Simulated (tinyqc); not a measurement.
Worked calculation: CCD on RHF in the sto-3g basis, frozen core, for LiH, spin multiplicity 1. One step of it, computed by the program tinyqc.

Problem. CCD: starting amplitudes. t_ij^ab = <ij||ab> / (e_i + e_j - e_a - e_b), whose energy is MP2.

orbital energies (hartree): [-2.361290, -0.249845, 0.073234, 0.162079, 0.162079, 0.431823]

Two-electron integrals over orbitals (pq|rs), unique and non-zero (hartree); the lowest 1 orbital is frozen and left out:
```
(22|22) 0.460080    (32|22) -0.056385   (32|32) 0.018676    (33|22) 0.214791
(33|32) 0.012788    (33|33) 0.331601    (42|42) 0.021607    (43|42) 0.019946
(43|43) 0.041341    (44|22) 0.251119    (44|32) 0.011232    (44|33) 0.280461
(44|44) 0.312946    (52|52) 0.021607    (53|52) 0.019946    (53|53) 0.041341
(54|54) 0.016869    (55|22) 0.251119    (55|32) 0.011232    (55|33) 0.280461
(55|44) 0.279207    (55|55) 0.312946    (62|22) 0.111334    (62|32) -0.041265
(62|33) -0.018393   (62|44) -0.032796   (62|55) -0.032796   (62|62) 0.129072
(63|22) -0.055519   (63|32) 0.014872    (63|33) 0.036356    (63|44) 0.006359
(63|55) 0.006359    (63|62) -0.037053   (63|63) 0.029272    (64|42) -0.018866
(64|43) -0.012516   (64|64) 0.019542    (65|52) -0.018866   (65|53) -0.012516
(65|65) 0.019542    (66|22) 0.432191    (66|32) -0.047889   (66|33) 0.238967
(66|44) 0.261112    (66|55) 0.261112    (66|62) 0.107365    (66|63) -0.045936
(66|66) 0.429832
```

Give: Starting amplitudes; correlation energy.

Solution.

Starting amplitudes (spin orbitals 1a, 1b, ...; amplitudes related by a flip of all spins are not repeated):
```
from      to        t
2a 2b  6a 6b  -0.0947
2a 2b  3a 6b   0.0411
2a 2b  3a 3b  -0.0289
2a 2b  5a 5b  -0.0262
2a 2b  4a 4b  -0.0262
```

correlation energy = -0.017282 hartree
